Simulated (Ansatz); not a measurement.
```yaml
crystal:
  periodic: [false, false, false]
  atoms:
    - {symbol: C, position_ang: [-0.166155, -1.279332, -0.010744]}
    - {symbol: Ge, position_ang: [-0.124318, 0.531883, 0.004409]}
    - {symbol: C, position_ang: [0.918020, -1.937462, -0.015920]}
basis:
  gaussian: {orbitals: def2-TZVP}
hamiltonian: {xc: pbe0}
relax: {f_tol: 0.004, max_steps: 80}
```

```sh
$ ansatz run in.yaml --threads 1 --pin off --events-out ev --progress --plain --max-ram 2176MiB
```

Steps of the relaxation (energy above the last step; positions in Å, forces in eV/Å):

```
3
step 1, 60.0 meV
C    -0.166   -1.279   -0.011   -0.846    1.417    0.012
Ge   -0.124    0.532    0.004    0.062   -1.086   -0.009
C     0.918   -1.937   -0.016    0.784   -0.331   -0.003
```

```
3
step 2, 34.6 meV
C    -0.176   -1.272   -0.011   -0.206    0.295    0.002
Ge   -0.117    0.514    0.004    0.070   -0.347   -0.003
C     0.921   -1.927   -0.016    0.135    0.053    0.000
```

```
3
step 3, 29.1 meV
C    -0.187   -1.272   -0.011   -0.061   -0.204   -0.002
Ge   -0.108    0.499    0.004    0.079    0.072    0.001
C     0.922   -1.912   -0.016   -0.018    0.132    0.001
```

```
3
step 5, 12.8 meV
C    -0.233   -1.304   -0.011   -0.214   -0.175   -0.002
Ge   -0.066    0.462    0.004    0.069    0.161    0.001
C     0.926   -1.843   -0.015    0.145    0.014    0.000
```

```
3
step 8, 0.0 meV
C    -0.306   -1.369   -0.012    0.000   -0.001    0.000
Ge    0.010    0.400    0.003    0.000    0.001    0.000
C     0.924   -1.715   -0.014    0.000    0.000    0.000
```

Close pairs at the end: C1–C3 1.278 Å, C1–Ge2 1.797 Å, Ge2–C3 2.304 Å.

A stationary point of restricted PBE0 after 8 steps (its stability towards spin polarisation wasn't tested); no frequencies were run, so it isn't proven a minimum. 23 s on 1 thread of Arm Neoverse V1, shared host.
